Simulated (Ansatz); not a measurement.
# Molecular dynamics of H2LiMgN

Input file:

```yaml
crystal:
  periodic: [false, false, false]
  atoms:
    - { symbol: Li, position_ang: [-2.120234, -0.009469, 0.668092] }
    - { symbol: "N", position_ang: [-0.611625, -0.518989, -0.114902] }
    - { symbol: Mg, position_ang: [1.028981, 0.430166, -0.070278] }
    - { symbol: H, position_ang: [-0.675975, -1.407418, -0.629766] }
    - { symbol: H, position_ang: [2.378863, 1.505709, 0.146854] }
basis:
  gaussian: { orbitals: "6-31G" }
hamiltonian:
  xc: r2scan
  dispersion: d4
md:
  timestep: 0.5
  n_steps: 300
  ensemble: nve
  temperature: 300.0
  initial_velocities: maxwell_boltzmann
  seed: 365274
  masses: [{ species: H, mass: 3.016 }]
scf:
  lower_state_search: "off"
```

Run as:

```bash
$ ansatz run input.yaml --threads 1 --pin off --max-ram 2048MiB --backend cpu --events-out ev --progress --plain --runs-dir out
```

It starts from a relaxed structure.

Output, in part (step lines, the closing report, with atoms numbered from 0):

```
md step     0: t =     0.00 fs  T =   300.0 K  F+E_penalty+E_count = -7168.71121187 eV  E_kin = 0.116334 eV  conserved = -7168.59487787 eV  (14 SCF iters)
[... lines left out ...]
Total energy: -7168.62549753 eV, -263.4421279655 hartree
Atom 0 at    -2.189756    -0.080237     0.677532 Å, force     0.352498     0.014862     0.019586 eV/Å
Atom 1 at    -0.579937    -0.496641    -0.041431 Å, force    -0.809315    -0.386321    -0.495257 eV/Å
Atom 2 at     1.057446     0.409133    -0.124683 Å, force     0.252806     0.383718     0.352462 eV/Å
Atom 3 at    -0.819334    -1.231695    -0.741718 Å, force     0.215628     0.120194     0.263713 eV/Å
Atom 4 at     2.305639     1.558541     0.334301 Å, force    -0.011617    -0.132453    -0.140503 eV/Å
Dipole moment:    -1.167844    -0.149916     0.108071 e Å
```

The steps, from the saved trajectory:

| time (fs) | T (K) | potential energy less start (eV) | conserved less start (meV/atom) |
| --- | --- | --- | --- |
| 0.0 | 300 | 0.000 | 0.00 |
| 5.0 | 259 | 0.016 | 0.01 |
| 10.0 | 210 | 0.035 | 0.01 |
| 15.0 | 156 | 0.056 | 0.01 |
| 20.0 | 93 | 0.080 | 0.01 |
| 25.0 | 54 | 0.096 | 0.01 |
| 30.0 | 32 | 0.104 | 0.01 |
| 35.0 | 57 | 0.094 | 0.01 |
| 40.0 | 93 | 0.080 | 0.00 |
| 45.0 | 119 | 0.070 | 0.01 |
| 50.0 | 180 | 0.046 | 0.01 |
| 55.0 | 237 | 0.025 | 0.01 |
| 60.0 | 256 | 0.017 | 0.01 |
| 65.0 | 251 | 0.019 | 0.00 |
| 70.0 | 213 | 0.034 | 0.01 |
| 75.0 | 171 | 0.050 | 0.01 |
| 80.0 | 122 | 0.069 | 0.00 |
| 85.0 | 71 | 0.089 | 0.01 |
| 90.0 | 57 | 0.094 | 0.01 |
| 95.0 | 47 | 0.098 | 0.01 |
| 100.0 | 51 | 0.096 | 0.01 |
| 105.0 | 107 | 0.075 | 0.00 |
| 110.0 | 158 | 0.055 | 0.01 |
| 115.0 | 196 | 0.040 | 0.01 |
| 120.0 | 234 | 0.025 | 0.00 |
| 125.0 | 234 | 0.026 | 0.01 |
| 130.0 | 223 | 0.030 | 0.01 |
| 135.0 | 214 | 0.033 | 0.00 |
| 140.0 | 184 | 0.045 | 0.01 |
| 145.0 | 139 | 0.062 | 0.00 |
| 150.0 | 79 | 0.086 | 0.01 |

All steps were run. The conserved energy stayed within 0.014 meV per atom of its start (net change 0.0086 meV per atom), so the integration is sound. The temperature averaged 0.48 of the 300 K drawn at the start: a run that starts near a minimum puts about half its kinetic energy into the potential. A run of 0.15 ps of so small a system gives no equilibrium averages. Limits of this set-up: no polarisation functions.

The same pairs are bonded in the first frame and the last. Pairs count as bonded within 1.25 times the sum of covalent radii (0.12 Å more for H–H).

Last frame:

```xyz
5
Properties=species:S:1:pos:R:3
Li -2.190 -0.080 0.677
N -0.580 -0.497 -0.041
Mg 1.057 0.409 -0.125
H -0.819 -1.232 -0.742
H 2.306 1.558 0.334
```

The run took 6.4 min on 1 CPU thread of a shared host.
